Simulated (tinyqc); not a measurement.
Inside a calculation. Method: LCCD on RHF in the sto-3g basis, frozen core, for NH3, spin multiplicity 1. One step of it, computed by the program tinyqc.

Problem. Iteration 8 (converged): orbitals. Diagonalise F' = X^T F X, C = X C', fill 5 alpha and 5 beta electrons from the bottom; D = 2 C_occ C_occ^T. Each column has its largest component positive (the first on a tie).

converged F (hartree), order 1N 1s, 1N 2s, 1N 2px, 1N 2py, 1N 2pz, 2H 1s, 3H 1s, 4H 1s:
```
[[-15.307354, -3.890642, -0.000007, 0.000000, 0.023330, -0.723591, -0.722843, -0.722843],
 [-3.890642, -1.874272, -0.000119, 0.000000, 0.075626, -0.715244, -0.714753, -0.714753],
 [-0.000007, -0.000119, -0.228121, 0.000000, 0.000074, -0.405932, 0.202817, 0.202817],
 [0.000000, 0.000000, 0.000000, -0.228050, 0.000000, 0.000000, -0.351487, 0.351487],
 [0.023330, 0.075626, 0.000074, 0.000000, -0.294183, 0.192581, 0.192463, 0.192463],
 [-0.723591, -0.715244, -0.405932, 0.000000, 0.192581, -0.405934, -0.216628, -0.216628],
 [-0.722843, -0.714753, 0.202817, -0.351487, 0.192463, -0.216628, -0.405550, -0.216358],
 [-0.722843, -0.714753, 0.202817, 0.351487, 0.192463, -0.216628, -0.216358, -0.405550]]
```

X, order 1N 1s, 1N 2s, 1N 2px, 1N 2py, 1N 2pz, 2H 1s, 3H 1s, 4H 1s:
```
[[1.024571, -0.147043, -0.000010, 0.000000, 0.008423, 0.020810, 0.020800, 0.020800],
 [-0.147043, 1.272490, 0.000132, 0.000000, -0.083936, -0.250831, -0.250589, -0.250589],
 [-0.000010, 0.000132, 1.104178, 0.000000, -0.000050, -0.244049, 0.121905, 0.121905],
 [0.000000, 0.000000, 0.000000, 1.104156, 0.000000, 0.000000, -0.211236, 0.211236],
 [0.008423, -0.083936, -0.000050, 0.000000, 1.028083, 0.084229, 0.084126, 0.084126],
 [0.020810, -0.250831, -0.244049, 0.000000, 0.084229, 1.167933, -0.038935, -0.038935],
 [0.020800, -0.250589, 0.121905, -0.211236, 0.084126, -0.038935, 1.167697, -0.038884],
 [0.020800, -0.250589, 0.121905, 0.211236, 0.084126, -0.038935, -0.038884, 1.167697]]
```

Give: F' = X^T F X; orbital energies; coefficients C; D after iteration 8.

Solution.

F' = X^T F X (hartree):
```
[[-15.017, -2.061, 0.000, 0.000, 0.046, -0.083, -0.082, -0.082],
 [-2.061, -0.853, 0.000, 0.000, -0.092, -0.390, -0.390, -0.390],
 [0.000, 0.000, 0.033, 0.000, 0.000, -0.460, 0.230, 0.230],
 [0.000, 0.000, 0.000, 0.033, 0.000, 0.000, -0.398, 0.398],
 [0.046, -0.092, 0.000, 0.000, -0.223, 0.171, 0.171, 0.171],
 [-0.083, -0.390, -0.460, 0.000, 0.171, 0.014, -0.049, -0.049],
 [-0.082, -0.390, 0.230, -0.398, 0.171, -0.049, 0.014, -0.049],
 [-0.082, -0.390, 0.230, 0.398, 0.171, -0.049, -0.049, 0.014]]
```

orbital energies (hartree): [-15.315, -1.022, -0.516, -0.516, -0.337, 0.497, 0.611, 0.611]

coefficients C, order 1N 1s, 1N 2s, 1N 2px, 1N 2py, 1N 2pz, 2H 1s, 3H 1s, 4H 1s:
```
[[0.994, -0.222, 0.000, 0.000, -0.088, -0.168, 0.000, 0.000],
 [0.028, 0.778, 0.000, 0.000, 0.439, 1.018, 0.000, 0.002],
 [0.000, 0.000, 0.583, 0.000, 0.000, -0.002, 0.000, 0.984],
 [0.000, 0.000, 0.000, 0.582, 0.000, 0.000, 0.984, 0.000],
 [-0.004, -0.105, 0.000, 0.000, 0.878, -0.552, 0.000, -0.001],
 [-0.005, 0.160, 0.513, 0.000, -0.159, -0.643, 0.000, -0.878],
 [-0.005, 0.159, -0.256, 0.444, -0.159, -0.646, -0.759, 0.437],
 [-0.005, 0.159, -0.256, -0.444, -0.159, -0.646, 0.759, 0.437]]
```

D after iteration 8, order 1N 1s, 1N 2s, 1N 2px, 1N 2py, 1N 2pz, 2H 1s, 3H 1s, 4H 1s:
```
[[2.089, -0.366, 0.000, 0.000, -0.115, -0.053, -0.053, -0.053],
 [-0.366, 1.599, 0.000, 0.000, 0.608, 0.108, 0.108, 0.108],
 [0.000, 0.000, 0.679, 0.000, 0.000, 0.597, -0.299, -0.299],
 [0.000, 0.000, 0.000, 0.679, 0.000, 0.000, 0.517, -0.517],
 [-0.115, 0.608, 0.000, 0.000, 1.562, -0.312, -0.312, -0.312],
 [-0.053, 0.108, 0.597, 0.000, -0.312, 0.627, -0.161, -0.161],
 [-0.053, 0.108, -0.299, 0.517, -0.312, -0.161, 0.627, -0.161],
 [-0.053, 0.108, -0.299, -0.517, -0.312, -0.161, -0.161, 0.627]]
```
